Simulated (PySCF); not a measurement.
## Working out the electron affinity of Si

Si⁻ [Ne] 3s2 3p3 (4S) → Si [Ne] 3s2 3p2 (3P). Computed with PySCF 2.14 in aug-cc-pVDZ-DK (5s4p2d, 27 functions), with scalar relativity by spin-free X2C-1e. Frozen: [Ne]. Energies in hartree (1 hartree = 27.21139 eV):

```
            part  Si⁻ (lower)   Si (upper)
             UHF  -289.484452  -289.452928
CCSD correlation    -0.080475    -0.065980
             (T)    -0.002401    -0.001281
```

**Question.** What does Hartree-Fock give?

**Answer.** (-289.452928) − (-289.484452) = 0.031524 hartree = 0.858 eV.

**Question.** What do CCSD and CCSD(T) give?

**Answer.** The CCSD correlation energies differ by 0.014495 hartree = 0.394 eV and the triples by 0.001120 hartree = 0.030 eV, so CCSD gives 1.252 eV and CCSD(T) 1.282 eV.

A first-order spin-orbit estimate adds -0.016 eV to CCSD(T) (valence), giving 1.266 eV against 1.390 eV (measured; photodetachment measurements, as compiled on the Wikipedia data page of electron affinities).

A double-zeta basis recovers only part of the correlation energy.

What remains against the reference includes basis incompleteness, the frozen core and higher excitations.
